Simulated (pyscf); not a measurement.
Thermochemistry of product channels of F–Mo(F)(F)(F)=S + hydrogen (H₂) on the singlet surface, in kcal/mol, from ωB97M-D3(BJ)/def2-TZVP energies (ideal gas, 1 atm, RRHO with modes under 100 cm⁻¹ raised to 100, one conformer, R ln 2 for chiral ones without a mode under 150 cm⁻¹). Optimised with ωB97X-D3(BJ)/def2-SVP in PySCF.

| products | ΔE | ΔH(298 K) | ΔG(298 K) | ΔG(600 K) |
|---|---|---|---|---|
| F–MoH(F)(F)(F)–SH | +29.1 | +31.9 | +39.1 | … |
| F–MoH(F)(F)=S + hydrogen fluoride (HF) | … | +21.7 | +18.8 | +16.3 |

Problem. Complete the blanks.

Solution. 
- F–MoH(F)(F)(F)–SH, ΔG(600 K): +46.5
- F–MoH(F)(F)=S + hydrogen fluoride (HF), ΔE: +19.3

These are energies of the channels, which say nothing of barriers. Elements past Kr carry the def2 core potentials, without spin-orbit coupling.
